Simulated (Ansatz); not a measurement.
Relaxation of C3H7NO (12 atoms, charge 0, multiplicity 1), to a largest force component of 0.015 eV/Å in at most 40 steps.

Computed with Ansatz, RKS PBE0-D4/cc-pVDZ.

```xyz
12
Properties=species:S:1:pos:R:3:forces:R:3
C -1.299 0.667 0.015 -1.05 2.73 -0.66
C -0.015 0.018 -0.045 -0.06 -1.23 0.53
N 1.081 0.818 -0.230 3.24 1.51 0.83
C 0.150 -1.300 0.081 -4.18 -1.34 0.45
O 1.258 -2.002 -0.062 2.38 0.18 -0.36
H -1.522 1.279 -0.928 0.36 -0.62 0.82
H -1.352 1.423 0.841 0.07 -0.31 -0.24
H -2.135 0.022 0.126 -0.91 -1.06 0.20
H 0.914 1.821 -0.029 0.00 -0.87 -0.24
H 1.873 0.533 0.429 -1.25 0.56 -1.04
H -0.767 -1.978 0.283 1.45 1.16 -0.37
H 1.892 -1.359 -0.449 -0.08 -0.72 0.08
```

Where does it end, and by what steps?

The forces met the threshold. After 14 steps the energy has fallen by 0.567 eV; H9 moved furthest, 1.03 Å.

```
step  energy less start (eV)  largest force component (eV/Å)  accepted
   0                  0.0000                           4.176       yes
   1                 -0.3584                           1.532       yes
   2                 -0.4229                           0.167       yes
   3                 -0.4256                           0.197       yes
   4                 -0.4357                           0.103       yes
   5                 -0.4464                           0.154       yes
   6                 -0.4538                           0.895       yes
   7                 -0.5027                           0.527       yes
   8                 -0.5180                           0.604       yes
   9                 -0.5464                           0.402       yes
  10                 -0.5607                           0.613       yes
  11                 -0.5589                           0.852        no
  12                 -0.5667                           0.034       yes
  13                 -0.5671                           0.063       yes
  14                 -0.5673                           0.012       yes
```

```xyz
12
Properties=species:S:1:pos:R:3
C -1.299 0.714 0.150
C -0.018 -0.037 0.003
N 1.241 0.654 -0.071
C 0.081 -1.375 -0.071
O 1.261 -2.007 -0.204
H -1.464 1.409 -0.693
H -1.311 1.325 1.071
H -2.161 0.030 0.192
H 1.245 1.311 -0.854
H 1.386 1.227 0.763
H -0.780 -2.047 -0.030
H 1.897 -1.259 -0.223
```

Time of the run: 38 s on 2 threads of Intel(R) Xeon(R) Platinum 8488C (Sapphire Rapids), on a shared host, peak memory 0.23 GiB.
